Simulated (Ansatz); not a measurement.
Born–Oppenheimer molecular dynamics of C₂H₇Al (10 atoms, charge 0, multiplicity 1). It goes on from the last frame of an earlier run, with new velocities.

Computed with RHF/6-31G* in Ansatz 0.2.0.

* ensemble: NVE (velocity Verlet)
* time step: 1 fs
* steps asked: 100
* starting velocities drawn for: 300 K
* seed: 522336

First frame:

```xyz
10
Properties=species:S:1:pos:R:3
Al -0.065 -0.041 0.052
C 0.088 -0.014 1.948
H 0.723 -0.829 2.171
H 0.290 1.012 2.466
H -0.924 -0.402 2.295
H 1.053 -0.673 -0.917
C -1.672 0.132 -1.044
H -2.648 -0.333 -0.639
H -1.799 1.174 -1.392
H -1.286 -0.478 -1.832
```

**Question.** How far do the bonds stretch over the last three quarters of this one trajectory? (Pairs bonded in most of those frames.)

**Answer.** 
```
  bond  mean (Å)  spread (Å)  shortest  longest
Al1–C2     1.988       0.048      1.89     2.07
Al1–H6     1.602       0.017      1.57     1.63
Al1–C7     1.997       0.057      1.87     2.05
 C2–H3     1.094       0.036      1.04     1.15
 C2–H4     1.098       0.051      1.02     1.18
 C2–H5     1.092       0.024      1.04     1.13
 C7–H8     1.097       0.059      1.00     1.20
 C7–H9     1.092       0.014      1.06     1.12
C7–H10     1.097       0.029      1.05     1.15
```

Mean temperature of the second half: 534 K. The conserved energy stayed within 2.4 meV per atom of its start (net change -0.81 meV per atom), so the integration is sound. The kinetic energy rose, since the run started high on the potential surface and went downhill. A run of 0.1 ps of so small a system gives no equilibrium averages.

Time of the run: 69 s on 1 thread of Arm Neoverse V2 (shared host), peak memory 0.1 GiB.
